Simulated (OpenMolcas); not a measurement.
**What BHCl2 (SMILES ClBCl) costs in OpenMolcas**

The species is BHCl2 (4 atoms), meant as a singlet with charge 0. SMILES: `ClBCl`. Geometry: relaxed at GFN2-xTB.

```xyz
4

Cl   -1.4971   -0.6691   -0.0161
B     0.0102    0.1176   -0.0552
Cl    1.3688   -0.5986    0.6748
H     0.1182    1.1501   -0.6036
```

Program: OpenMolcas 26.06. Hardware: 1 thread of Arm Neoverse V1, shared host, so times are rough. Two-electron integrals are exact unless an approximation is named.

Estimate their order by wall time, quickest first.
A. gradient at PBE/3-21G, grid UltraFine
B. gradient at TPSS/cc-pVDZ, grid UltraFine
C. gradient at HF/STO-3G

C (1.9 s), A (5.7 s), B (16 s).
